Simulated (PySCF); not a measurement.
**Molecular orbitals of NaP⁺**

PBE at R = 3.050 Å; Na pcseg-2, P pcseg-2; no relativity (PySCF 2.14). State: ⁴Σ⁻ (quartet), unpaired electrons σ ↑, π ↑↑. Only the outer orbitals are listed, counted within each symmetry.

| spin | orbital | occ. | ε (eV) | on Na (%) | main shells (%) |
| --- | --- | --- | --- | --- | --- |
| α | 2π | 1 | -35.70 | 100 | 100 Na p |
| α | 2π | 1 | -35.70 | 100 | 100 Na p |
| α | 6σ | 1 | -35.69 | 100 | 100 Na p |
| α | 7σ | 1 | -19.58 | 0 | 100 P s |
| α | 8σ | 1 | -11.49 | 10 | 90 P p |
| α | 3π | 1 | -10.98 | 1 | 99 P p |
| α | 3π | 1 | -10.98 | 1 | 99 P p |
| α | 9σ | 0 | -6.88 | 97 | 97 Na s |
| α | 4π | 0 | -4.41 | 98 | 98 Na p |
| α | 4π | 0 | -4.41 | 98 | 98 Na p |
| β | 2π | 1 | -35.69 | 100 | 100 Na p |
| β | 2π | 1 | -35.69 | 100 | 100 Na p |
| β | 6σ | 1 | -35.67 | 100 | 100 Na p |
| β | 7σ | 1 | -16.90 | 1 | 98 P s |
| β | 8σ | 0 | -9.14 | 19 | 79 P p, 15 Na s |
| β | 3π | 0 | -8.39 | 2 | 98 P p |
| β | 3π | 0 | -8.39 | 2 | 98 P p |

**Question.** Which are the highest filled and the lowest empty level, where do they sit, and how wide is the gap?

**Answer.** Highest filled α 3π at -10.98 eV (in %: 99 P p); lowest empty β 8σ at -9.14 eV (in %: 79 P p, 15 Na s); the gap at PBE is 1.84 eV.

```json
{"bond order (Mayer)": "0.22", "⟨S²⟩": "3.750", "charge on Na (Mulliken, basis-dependent)": "0.88", "charge on Na (Löwdin, basis-dependent)": "0.74", "dipole moment (positive dipole points towards P; it is taken about the centre of mass and depends on that origin)": "-6.58 D", "polarisability along the bond": "31.0 bohr³", "polarisability across the bond": "16.8 bohr³"}
```

The state is the lowest determinant that a PBE0 search found; another state may lie lower at other levels.
